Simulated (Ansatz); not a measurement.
fcc Pt, treated with r²SCAN (Ansatz, a quantum-chemistry and plane-wave program, plane waves, PAW).

Numerical settings: plane-wave cutoff 500 eV, 32×32×32 k mesh, Fermi–Dirac smearing 0.1 eV, scalar-relativistic PAW data made under PBE.

Computed at the level's own relaxed cell.

Task: Estimate the volume per atom and lattice constant a that the calculation returns.

Result: 
- volume per atom = 15.31 Å³/atom
- lattice constant a = 3.942 Å

Measured, for comparison: equilibrium volume per atom 14.98 Å³/atom, lattice constant a 3.913 Å (static lattice: zero-point anharmonic expansion removed; as tabulated in Mejia-Rodriguez and Trickey (2018), arXiv:1807.09216). Computed (rounded) less measured: equilibrium volume per atom +2.2 %, lattice constant a +0.7 %.

Spin–orbit coupling is not included.

The computed numbers hold no vibrational or temperature effects.

Cost on a shared machine: around 2.2 core-minutes (rough).
